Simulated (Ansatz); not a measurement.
Basis-set extrapolation for C$_{7}$H$_{16}$ (`CCCCC(C)C`) (PBE0-D4/def2-TZVP geometry, frozen core, the Gaussian-basis code of Ansatz). Multiplicity 1, RHF reference.

```json
{"": "HF", "def2-TZVPP": "-274.499953", "def2-QZVPP": "-274.513024"}
{"": "MP2 correlation", "def2-TZVPP": "-1.245669", "def2-QZVPP": "-1.321916"}
{"": "CCSD(T) correlation", "def2-TZVPP": "-1.377893", "def2-QZVPP": "not run"}
```

Energies in hartree. Use E(X) = E(∞) + A·exp(−7.88·√X) for Hartree–Fock and E(X) = E(∞) + B·X^(−2.97) for correlation, with X = 3 and 4, and add CCSD(T) minus MP2 of the smaller set to the MP2 limit.

**Question.** What is the CCSD(T) energy at the basis-set limit?

**Answer.** HF limit: -274.513024 + (-0.013071) × 0.13774 = -274.51482. MP2 limit: -1.321916 + (-0.076247) × 0.74074 = -1.37840. Higher-order term: -1.377893 − (-1.245669) = -0.13222. Total: -276.02544 hartree, 4.02 eV below CCSD(T)/def2-TZVPP.
